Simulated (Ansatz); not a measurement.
## Redistribution: C4H10O + C5H10S → C4H10S + C5H10O

Species: C4H10O (2-methyl-1-propanol) `CC(C)CO`, singlet; C5H10S (cyclopentanethiol) `SC1CCCC1`, singlet; C4H10S (isobutyl mercaptan) `CC(C)CS`, singlet; C5H10O (cyclopentanol) `OC1CCCC1`, singlet. The partners trade OH for SH; both sit on C, so the bond types are kept.

Shapes, held fixed at every level: PBE0-D4/def2-TZVP. Flexible molecules stand in one conformer, not always the lowest. Programs: Ansatz 0.2.0. Electronic energies: no zero-point or thermal term.

| level | kind | ΔE (kJ/mol) | less CCSD(T)/CBS estimate |
| --- | --- | --- | --- |
| r2SCAN-D4/def2-TZVPP | meta-GGA | -1.4 | -0.4 |
| B3LYP-D4/def2-TZVPP | global hybrid | -0.5 | +0.5 |
| wB97X-V/def2-TZVPP | range-separated hybrid | -1.3 | -0.3 |
| B2PLYP/def2-TZVPP | double hybrid | +0.1 | +1.1 |
| MP2/def2-TZVPP | perturbation theory | +0.7 | +1.7 |
| CCSD/def2-TZVPP | coupled cluster or CI | -0.2 | +0.8 |
| CCSD(T)/CBS estimate | coupled cluster or CI | -1.0 | 0.0 |

The highest level, CCSD(T)/CBS estimate, gives ΔE = -1.0 kJ/mol; the levels span -1.4 to +0.7. That is about zero within the method's error. They disagree on the sign: 2 of 7 are positive. The column of differences is taken from that level and isn't an error. No measured value is set beside it here. The CBS estimate extrapolates MP2 from def2-TZVPP and def2-QZVPP and adds CCSD(T) − MP2 in the triple-zeta set, cores frozen.
